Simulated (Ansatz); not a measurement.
## CH2MgSi: where a starting geometry ends

The starting geometry of this gas-phase triplet was optimised with GFN2-xTB as a singlet.

```xyz
5

C     0.3569   -0.4124    0.2204
Mg   -1.5380   -1.0764    1.3412
Si    1.4213    0.7003    1.1484
H     0.7477   -1.4145    0.0073
H    -0.1451   -0.0013   -0.6634
```

Predict what becomes of its bonds when it is optimised with PBE0-D4/def2-TZVP.

A new bond forms, giving a structure given below by its coordinates. Contacts that close: Mg2–Si3 (3.46 → 2.76 Å).

The energy falls by 0.17 eV over 19 steps:

```
step  E − E(last) (eV)
   1             0.169
   3             0.038
   5             0.031
   7             0.028
   9             0.027
  11             0.021
  13             0.004
  15             0.000
  17             0.000
  19             0.000
```

Final geometry (Å):

```yaml
atoms:
  - { symbol: C, position_ang: [0.4500, -0.5075, 0.1046] }
  - { symbol: Mg, position_ang: [-1.3649, -0.6821, 1.4485] }
  - { symbol: Si, position_ang: [1.0986, 0.5552, 1.3911] }
  - { symbol: H, position_ang: [0.9459, -1.4128, -0.2519] }
  - { symbol: H, position_ang: [-0.2868, -0.1571, -0.6382] }
```

The end wasn't checked by frequencies. Open shells are spin-unrestricted. The triplet needn't be the ground state. Run with Ansatz 0.2.0, 64 s on 2 threads of Arm Neoverse V1, on a shared host.
